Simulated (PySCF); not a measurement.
Species: SiF2 (triplet state).
Structure used (GFN2-xTB), in Å, numbered top down from 1:
```
atom  x, y, z in Å
F1    -1.292   -0.336   -0.002
Si2    0.000    0.656   -0.012
F3     1.303   -0.323    0.001
```

Identity: `F[Si]F` [triplet].

Theory: UKS B3LYP, pcH-1 on F Si, non-relativistic, mean-field spin-orbit, GIAO in PySCF. Geometry: GFN2-xTB; no solvent, vibrations or thermal averaging. This triplet need not be the ground state; the singlet was not compared here. A GFN2-xTB geometry isn't a minimum of the functional, and hyperfine couplings can be far from their values at a DFT geometry, by a factor of two or more for some ions and for spin on atoms past the first row.

Question: Give the principal g shifts and their parts.

Answer: 
```csv
Δg (ppm),1,2,3
relativistic mass correction,-208,-208,-208
gauge correction,31,57,49
orbital Zeeman/spin–orbit,-2852,-2378,-99
total,-3028,-2529,-258
```

So g = 1.99929, 1.99979, 2.00206 and g_iso = 2.00038; the tensor is rhombic: the two nearest values differ by 18 % of g3 − g1. Axes: g3 is normal to the molecular plane.

Question: Average each term over the three axes. Which is largest in size?

Answer: The orbital-Zeeman/spin–orbit term -1776, the mass correction -208 and the gauge correction 46 ppm, for a total of -1938 ppm. The orbital-Zeeman/spin–orbit term is the largest in size. The mass correction is the same along every axis, so the anisotropy comes from the other two: their spans along these axes are 26 (gauge) and 2753 ppm (orbital Zeeman/spin–orbit).

Question: At 9.68 GHz, how far is the centre of the isotropic spectrum from where a free electron (g = 2.002319) resonates, zero-field splitting left aside?

Answer: B = hν/(g μB) with μB/h = 13.99624 MHz/mT gives 345.41 mT for the free electron and 345.74 mT at g_iso, 0.33 mT higher.

Largest spin populations (Mulliken): Si2 (+1.76), F3 (+0.12) and F1 (+0.12). No atom but Si2 exceeds +0.15.

The HOMO–LUMO gaps are 4.78 eV among the α and 5.88 eV among the β orbitals.

Time: 7.7 s. Hardware: one thread, Arm Neoverse V1 (shared host).
